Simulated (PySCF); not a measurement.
Can point charges reproduce the dipole moment of `O` (H2O)?

Coordinates (PBE0-D3(BJ)/def2-SVP, Å) and charges (e) from the PBE0/pcSseg-1 density (PySCF):

```json
{"atom": "O1", "x": "-0.041", "y": "0.397", "z": "0.000", "Mulliken": "-0.4461", "IAO": "-0.6980", "Hirshfeld": "-0.3313", "ESP-fitted": "-0.7468"}
{"atom": "H2", "x": "-0.730", "y": "-0.276", "z": "0.000", "Mulliken": "+0.2230", "IAO": "+0.3490", "Hirshfeld": "+0.1657", "ESP-fitted": "+0.3730"}
{"atom": "H3", "x": "0.771", "y": "-0.120", "z": "0.000", "Mulliken": "+0.2230", "IAO": "+0.3490", "Hirshfeld": "+0.1657", "ESP-fitted": "+0.3738"}
```

Task: What dipole does each set of charges give (1 e·Å = 4.803 D), and what does the density give?

Result: The full density gives (0.22, -2.09, 0.00) D, 2.10 D in size; dipole vectors point from the negative to the positive end.

```tsv
scheme	μx	μy	μz	size (D)	share of the full size (%)	angle to the full dipole (°)
Mulliken	0.13	-1.27	0.00	1.28	61	0
IAO	0.21	-1.99	0.00	2.00	96	0
Hirshfeld	0.10	-0.95	0.00	0.95	45	0
ESP-fitted	0.22	-2.13	0.00	2.15	102	0
```

Task: Which set comes closest?

Result: Length of the difference vector: ESP-fitted 0.05 D, IAO 0.09 D, Mulliken 0.82 D, Hirshfeld 1.15 D. Closest: ESP-fitted. ESP charges are fitted to the potential around the molecule, whose slowest-falling term is the dipole's. The schemes that divide the density aren't constrained to reproduce the dipole.

Task: What is left for the Hirshfeld atoms' own dipoles?

Result: The shares of the density sum to the whole, so what Σ q r misses lies in dipoles about the nuclei. The atomic dipoles sum to (0.22, -2.09, 0.00) − (0.10, -0.95, 0.00) = (0.12, -1.14, 0.00) D, 1.15 D in size.

Task: Give the size of the full dipole in other units.

Result: 2.10 D = 0.825 au = 0.437 e·Å = 6.99 × 10⁻³⁰ C·m.

Geometry: PBE0-D3(BJ)/def2-SVP; no solvent, vibrations or thermal averaging.
